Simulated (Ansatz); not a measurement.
Worked example: HO2 → [O2]+ + H + e⁻

Species: HO2 (hydroperoxy) `[O]O`, doublet; [O2]+, doublet; H atom, doublet. 

Shapes, held fixed at every level: PBE0-D4/def2-TZVP. Programs: Ansatz 0.2.0. Electronic energies: no zero-point or thermal term.

At B2PLYP/def2-TZVPP; 1 Eh = 27.2114 eV:

```
species  energy (Eh)
    HO2  -150.878343
  [O2]+  -149.850702
      H    -0.498613
```

Task: Work out ΔE of the reaction at this level.

Result: 
1. Products less reactants: (-149.850702) + (-0.498613) − [(-150.878343)] = 0.529028 Eh = +14.40 eV.

Other levels give +13.84 (HF/def2-SVP) to +14.89 eV (BHLYP-D4/def2-TZVPP). No measured value is set beside it here. Spin contamination: [O2]+ (⟨S²⟩ up to 1.05). Open shells run unrestricted unless RO is named. The onset seen in experiment also holds zero-point changes and kinetic shifts.
